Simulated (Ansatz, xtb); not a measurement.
Bonds broken one at a time in the series C CH3-H. Isolated molecules, 0 K electronic values unless said otherwise. Strings in code marks are SMILES.

Quantity: homolytic bond dissociation enthalpy at 298 K (no spin–orbit term), in kJ/mol. Enthalpy corrections at 298 K come from GFN2-xTB frequencies (xtb).

Case: C–C bond of `CC(C)(C)C`, giving `C[C](C)C` and `[CH3]`. Geometry of `CC(C)(C)C` (neutral, multiplicity 1, Å):

```xyz
17

C      1.4470     0.3261    -0.3888
C      0.0000     0.0000     0.0000
C     -0.8737    -0.0289    -1.2599
C     -0.0483    -1.3701     0.6870
C     -0.5250     1.0729     0.9617
H      1.5105     1.2991    -0.8814
H      1.8467    -0.4242    -1.0751
H      2.0927     0.3530     0.4920
H     -1.9122    -0.2594    -1.0111
H     -0.8573     0.9370    -1.7701
H     -0.5211    -0.7863    -1.9638
H      0.5670    -1.3775     1.5897
H      0.3210    -2.1547     0.0226
H     -1.0701    -1.6279     0.9753
H     -0.5015     2.0611     0.4965
H      0.0807     1.1150     1.8699
H     -1.5564     0.8646     1.2554
```

Problem. Predict the homolytic bond dissociation enthalpy at 298 K (no spin–orbit term) from frozen-core CCSD(T)/cc-pVTZ // B3LYP-D3(BJ)/def2-TZVP (Ansatz, a quantum-chemistry and plane-wave program).

Solution. 359.9 kJ/mol.
